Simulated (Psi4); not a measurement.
# HF/def2-TZVP run of CH6N+ (methanamine, conjugate acid)

What is the vertical ionisation energy of CH6N+ (methanamine, conjugate acid) at HF/def2-TZVP? 

Program for the calculation: Psi4 1.11.

### Step 1. The molecule

CH6N+ has 8 atoms, charge +1, and is taken as a singlet. SMILES: `C[NH3+]`. Geometry: relaxed at PBE0-D4/def2-TZVP.

Bond lengths: C1–N2 1.497 Å, C1–H3 1.087 Å, C1–H4 1.088 Å, C1–H5 1.087 Å, N2–H6 1.023 Å, N2–H7 1.023 Å, N2–H8 1.023 Å. Some angles: C1–N2–H6 111.4°, C1–N2–H7 111.4°, C1–N2–H8 111.4°, N2–C1–H3 108.5°, N2–C1–H4 108.5°, N2–C1–H5 108.5°, H6–N2–H7 107.4°, H6–N2–H8 107.4°, H7–N2–H8 107.4°, H3–C1–H4 110.4°.

### Step 2. Energy and forces at HF/def2-TZVP

input.dat

```
memory 1600 MB

molecule {
  1 1
  C     -0.225100     0.293000    -0.663400
  N      0.218700    -0.284600     0.644500
  H     -0.041000    -0.440800    -1.444600
  H     -1.286800     0.519400    -0.597800
  H      0.345600     1.199300    -0.851500
  H      0.065500     0.371300     1.413900
  H      1.214900    -0.515300     0.632300
  H     -0.291800    -1.142300     0.866700
  symmetry c1
  no_reorient
  no_com
}

set {
  basis def2-TZVP
  puream true
  e_convergence 1e-09
  d_convergence 1e-08
  scf_type pk
}

E, wfn = gradient('scf', return_wfn=True)
oeprop(wfn, 'DIPOLE', 'MAYER_INDICES', 'WIBERG_LOWDIN_INDICES', title='SCF')
print_variables()
```

Launch:

```sh
$ psi4 -n 1 input.dat output.dat
```

output.dat:

```text
[...]
  Running in c1 symmetry.
[...]
  Nuclear repulsion =   47.967518291850354
[...]
  Multiplicity = 1
[...]
  Nalpha       = 9
  Nbeta        = 9
[...]
    Number of basis functions: 98
[...]
   @RHF iter   1:   -95.54726352265497   -6.45910e-02   3.27350e-03 ADIIS/DIIS
[...]
   @RHF iter  10:   -95.61721179239765   -6.94911e-12   3.13860e-09 DIIS
[...]
    Orbital Energies [Eh]
    ---------------------
    Doubly Occupied:
       1A    -15.912019     2A    -11.489947     3A     -1.529490
       4A     -1.176496     5A     -0.988225     6A     -0.988193
       7A     -0.868532     8A     -0.781437     9A     -0.781376
[...]
  @RHF Final Energy:   -95.61721179239765
   => Energetics <=
    Nuclear Repulsion Energy =             47.9675182918503538
    One-Electron Energy =                -218.1380307501981690
    Two-Electron Energy =                  74.5533006659501609
    Total Energy =                        -95.6172117923976543
[...]
  -Total Gradient:
     Atom            X                  Y                   Z
    ------   -----------------  -----------------  -----------------
       1        0.002930229399    -0.003643111331     0.008355835371
       2       -0.004339010968     0.005549552930    -0.012567321693
       3        0.000959830712    -0.004292737447    -0.005246999033
       4       -0.006704069563     0.001585492836    -0.000060198934
       5        0.003313462140     0.005714655307    -0.001605823257
       6       -0.001877731211     0.007892170114     0.008984749601
       7        0.011856052922    -0.002675044418    -0.000326457129
       8       -0.006138763433    -0.010130977992     0.002466215074
[...]
 Multipole Moments:
 ------------------------------------------------------------------------------------
     Multipole            Electronic (a.u.)      Nuclear  (a.u.)        Total (a.u.)
 ------------------------------------------------------------------------------------
 L = 1.  Multiply by 2.5417464519 to convert [e a0] to [Debye]
 Dipole X            :         -0.0742754            0.3528119            0.2785365
 Dipole Y            :          0.0960675           -0.4584476           -0.3623801
 Dipole Z            :         -0.2189037            1.0395383            0.8206346
 Magnitude           :                                                    0.9393312
[...]
```

Wall time 14 s (1 thread of Intel Xeon Platinum 8259CL at 2.50GHz (Skylake/Cascade Lake), shared host); peak memory 0.37 GiB.

### Step 3. Doublet [CH6N]2+

job.in

```
memory 1600 mb

molecule system {
  2 2
  C
  N 1 r2
  H 1 r3 2 a3
  H 1 r4 3 a4 2 d4
  H 1 r5 3 a5 4 d5
  H 2 r6 1 a6 5 d6
  H 2 r7 6 a7 1 d7
  H 2 r8 6 a8 7 d8

  r2 = 1.497058
  r3 = 1.087487
  a3 = 108.48527
  r4 = 1.087551
  a4 = 110.43011
  d4 = -118.76609
  r5 = 1.08741
  a5 = 110.44299
  d5 = -122.45429
  r6 = 1.022571
  a6 = 111.43576
  d6 = 59.97716
  r7 = 1.022637
  a7 = 107.43492
  d7 = 122.32759
  r8 = 1.022562
  a8 = 107.44058
  d8 = 115.33634
  symmetry c1
  no_reorient
  no_com
}

set basis def2-TZVP
set reference uhf
set puream true
set e_convergence 1e-09
set d_convergence 1e-08
set scf_type pk
set maxiter 200

E, wfn = gradient("hf", return_wfn=True)
```

Launch:

```sh
$ psi4 -i job.in -o job.out -n 1
```

job.out (excerpt; [...] marks lines left out):

```text
[...]
  Running in c1 symmetry.
[...]
  Nuclear repulsion =   47.967515028754981
[...]
  Multiplicity = 2
[...]
  Nalpha       = 9
  Nbeta        = 8
[...]
    Number of basis functions: 98
[...]
   @UHF iter   1:   -94.78863875221718    6.94033e-01   3.29314e-03 ADIIS/DIIS
[...]
   @UHF iter  28:   -94.89038039951899    1.40972e-11   2.91136e-09 DIIS
[...]
   @S^2 Observed:                7.657315568E-01
[...]
  @UHF Final Energy:   -94.89038039951899
   => Energetics <=
    Nuclear Repulsion Energy =             47.9675150287549812
    One-Electron Energy =                -212.0725519815187567
    Two-Electron Energy =                  69.2146565532447937
    Total Energy =                        -94.8903803995189890
  UHF NO Occupations:
  HONO-2 :    7  A 1.9995924
  HONO-1 :    8  A 1.9930361
[...]
 Multipole Moments:
 ------------------------------------------------------------------------------------
     Multipole            Electronic (a.u.)      Nuclear  (a.u.)        Total (a.u.)
 ------------------------------------------------------------------------------------
 L = 1.  Multiply by 2.5417464519 to convert [e a0] to [Debye]
 Dipole X            :          0.1855704            0.0001089            0.1856793
 Dipole Y            :          0.1086052            0.0000897            0.1086949
 Dipole Z            :         -0.1195365           -0.1992351           -0.3187716
 Magnitude           :                                                    0.3845864
[...]
  -Total Gradient:
     Atom            X                  Y                   Z
    ------   -----------------  -----------------  -----------------
       1        0.120044372131     0.070212180131    -0.116659391607
       2       -0.016327389866    -0.009613012493     0.024577056879
       3       -0.042496523013    -0.059482947207     0.047491652788
       4       -0.072451385455    -0.007482708334     0.047272384794
       5       -0.000968993318    -0.000792370061     0.004038157320
       6        0.004333906255     0.005056298560    -0.002124847476
       7        0.006479297573     0.001282179237    -0.002128083048
       8        0.001386715695     0.000820380168    -0.002466929649
[...]
```

It took 17 s on 1 thread of Intel Xeon Platinum 8259CL at 2.50GHz (Skylake/Cascade Lake), shared host; peak memory 0.37 GiB.

### Step 4. Summary of results

At HF/def2-TZVP:

| quantity | value |
| --- | --- |
| singlet CH6N+: total energy | -95.61721 Eh |
| singlet CH6N+: HOMO energy | -21.26 eV |
| singlet CH6N+: LUMO energy | -2.58 eV |
| singlet CH6N+: HOMO–LUMO gap | 18.68 eV |
| singlet CH6N+: largest force on an atom | 0.741 eV/Å |
| doublet [CH6N]2+: total energy | -94.89038 Eh |
| doublet [CH6N]2+: HOMO energy (highest over α and β) | -30.03 eV |
| doublet [CH6N]2+: LUMO energy (lowest over α and β) | -18.36 eV |
| doublet [CH6N]2+: ⟨S²⟩ | 0.766 |
| doublet [CH6N]2+: largest force on an atom | 9.334 eV/Å |
| vertical ionisation energy (to the doublet dication) | 19.778 eV |

**Reading.** Removing an electron at fixed nuclei costs 19.78 eV (456 kcal/mol). The largest force (singlet CH6N+) is 0.74 eV/Å: the shape isn't a stationary point for this species at this level. The negative HOMO energy of the first species, 21.26 eV, lies 1.48 eV above that difference.
